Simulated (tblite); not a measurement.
Compound: C₅H₉F.
Numbering: `[CH3:1]/[CH:2]=[CH:3]/[C@@H:4]([CH3:5])[F:6]` (hydrogens: H7, H8, H9 on C1; H10 on C2; H11 on C3; H12 on C4; H13, H14, H15 on C5)

Geometry (GFN2-xTB, Å), atoms numbered from 1 in this order:
```xyz
15
C5H9F angstrom
C      2.5122    0.2643   -0.3468
C      1.1835   -0.3748   -0.1309
C      0.1401    0.2289    0.4119
C     -1.2014   -0.4064    0.6288
C     -2.2728    0.2093   -0.2671
F     -1.1431   -1.7657    0.3729
H      2.5017    1.3063   -0.0360
H      2.7888    0.2098   -1.3992
H      3.2769   -0.2655    0.2206
H      1.1014   -1.4080   -0.4405
H      0.1927    1.2600    0.7341
H     -1.4930   -0.3202    1.6865
H     -2.3659    1.2703   -0.0543
H     -3.2298   -0.2764   -0.0917
H     -1.9956    0.0761   -1.3103
```

Calculated harmonic vibrations of the isolated species, GFN2-xTB (tblite), most abundant isotopes, no scaling. This tight-binding method is rough: wavenumbers can miss measured ones by several per cent, in bad cases by 10 to 20. One conformer, not necessarily the lowest.

Harmonic wavenumbers (cm⁻¹): 64.5, 156.4, 171.4, 178.4, 209.6, 337.7, 383.6, 457.1, 628.7, 736.7, 851.2, 937.5, 997.4, 1004.2, 1028.3, 1040.9, 1088.8, 1135.7, 1151.1, 1253.8, 1276.9, 1297.2, 1305.5, 1393.2, 1401.6, 1474.5, 1476.0, 1484.0, 1487.0, 1740.3, 2871.4, 3000.8, 3015.9, 3038.7, 3041.3, 3045.3, 3053.9, 3062.3, 3078.0.

A = 7316, B = 1901, C = 1650 MHz; mass 88.069 u (most abundant isotopes); point group C1, symmetry number 1.

Q: Zero-point energy?

A: Half the sum of the wavenumbers: 27678 cm⁻¹ = 79.14 kcal/mol.

Q: What is S at 298.15 K and 1 bar for an ideal gas of classical rigid rotors and harmonic oscillators?

A: Translation 39.37, rotation 27.04, vibration 18.43: S = 84.8 cal/(mol K).

Q: And Cp and H(298.15 K) − H(0)?

A: Cp = 28.00 cal/(mol K), of which vibrations give 20.05 (their classical limit is 39 R = 77.5); H(298.15 K) − H(0) = 5.38 kcal/mol without the zero-point energy, 3.01 from vibrations.

Q: How do the functions run with temperature in this model?

A: 
```
T (K)  S (cal/(mol K))  Cp (cal/(mol K))  H − H(0) (kcal/mol)  G − H(0) (kcal/mol)  ln q(vib)
  150             69.3              18.6                 1.95                -8.45       1.67
  250             80.2              24.7                 4.11               -15.94       3.38
  400             94.1              35.2                 8.60               -29.03       5.93
  600            110.8              47.3                16.92               -49.55       9.34
  900            132.4              59.4                33.07               -86.13      14.32
```

q(vib) and H(0) count from the zero-point level.

Q: What must be added to the electronic energy to get the Gibbs energy at 298.15 K and 1 bar?

A: ZPE + [H(298.15 K) − H(0)] − T·S = 79.14 + 5.38 − 25.29 = 59.23 kcal/mol.

Hindered rotation and anharmonicity are outside this model. Other conformers, if any are populated, would add a mixing term that is left out. The structure is chiral; the term R ln 2 for an equal mix with its mirror image is left out.
